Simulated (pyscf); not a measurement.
Thermochemistry of product channels of H₂ + •H₂C–OH on the doublet surface, in kcal/mol, from ωB97M-D3(BJ)/def2-TZVP energies (ideal gas, 1 atm, RRHO with modes under 100 cm⁻¹ raised to 100, one conformer, R ln 2 for rigid chiral ones). Structures and frequencies: ωB97X-D3(BJ)/def2-SVP in PySCF.

```
products        ΔE  ΔH(298 K)  ΔG(600 K)  ΔG(900 K)
-----------  -----  ---------  ---------  ---------
H₃C–OH + H•    [?]       +8.0      +10.9      +12.6
CH₃• + H₂O   -18.6      -16.3      -18.2        [?]
```

Q: What belongs in the gaps?

A: 
- H₃C–OH + H•, ΔE: +6.1
- CH₃• + H₂O, ΔG(900 K): -18.8

These are energies of the channels, which say nothing of barriers.
